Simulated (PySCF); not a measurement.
Which level of theory gave which numbers?

Species: difluorodisulfane, S₂F₂.
SMILES with atom numbers: `[F:1][S:2][S:3][F:4]`

The closed-shell ground state was solved 7 times with PySCF (density fitting, gas phase), always in the def2-SVPD basis (100 functions), with these functionals: B3LYP, BHandHLYP, HF, LC-wPBE, LDA, PBE0 and wB97X-D. Isolated species at its PBE0-D3(BJ)/def2-SVP geometry, gas phase.

```csv
row,total energy (Eh),HOMO (eV),LUMO (eV),dipole (D)
P,-995.6753,-8.45,-2.28,1.56
Q,-995.5498,-9.93,-0.98,1.70
R,-993.4699,-11.85,1.53,1.80
S,-995.1779,-8.71,-2.06,1.50
T,-991.6850,-7.52,-3.21,1.42
U,-995.2967,-11.41,0.24,1.53
V,-995.5745,-10.58,-0.27,1.52
```

Problem. Which functional belongs to which row?

Solution. P = B3LYP, Q = BHandHLYP, R = HF, S = PBE0, T = LDA, U = LC-wPBE, V = wB97X-D. By rising HOMO–LUMO gap: LDA (LDA) 4.31 eV; B3LYP (global hybrid, 20 % exact exchange) 6.17 eV; PBE0 (global hybrid, 25 % exact exchange) 6.65 eV; BHandHLYP (global hybrid, 50 % exact exchange) 8.95 eV; wB97X-D (range-separated hybrid) 10.31 eV; LC-wPBE (range-separated hybrid) 11.65 eV; HF (all exact exchange) 13.38 eV. Total energies of different functionals aren't bounds to one another; each is stationary for its own functional.

Shape of the structure used: `[F:1][S:2][S:3][F:4]`: F1–S2–S3–F4 -89°.

The pairwise dispersion term of wB97X-D wasn't added to the energies; at a given geometry it leaves orbitals and properties as they are.
